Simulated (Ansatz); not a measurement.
# C2HS: the cost of one run

Method: RKS PBE0-D4/cc-pVDZ, in Ansatz 0.2.0.

## 1. The structure to begin with

Bond lengths: C1–C2 1.295 Å, C1–S3 2.004 Å, C2–S3 1.831 Å, C2–H4 1.079 Å. Angles: C1–C2–S3 77.7°, C1–C2–H4 156.6°, S3–C2–H4 125.7°, C2–C1–S3 63.2°, C1–S3–C2 39.2°.

Structure file:

```xyz
4

C    -0.3208   -0.5612    0.9775
C    -0.3297    0.1694   -0.0921
S     1.4009   -0.4253   -0.0396
H    -0.7503    0.8170   -0.8458
```

## 2. Relaxing end A

The input, input.yaml:

```yaml
crystal:
  periodic: [false, false, false]
  atoms:
    - { symbol: C, position_ang: [-0.32084, -0.56115, 0.9775] }
    - { symbol: C, position_ang: [-0.32975, 0.16944, -0.09209] }
    - { symbol: S, position_ang: [1.40087, -0.42534, -0.03958] }
    - { symbol: H, position_ang: [-0.75028, 0.81704, -0.84583] }
total_charge: -1
basis:
  gaussian: { orbitals: cc-pVDZ }
hamiltonian:
  xc: pbe0
  dispersion: d4
relax:
  f_tol: 0.02
  max_steps: 50
```

On the command line:

```bash
$ ansatz run input.yaml --threads 1 --pin off --max-ram 2048MiB --backend cpu --events-out ev --progress --plain --runs-dir out
```

Q: Estimate wall time and peak memory on 1 thread of Arm Neoverse V1, shared host.

About 8.2 s, with a peak of 0.1 GiB.
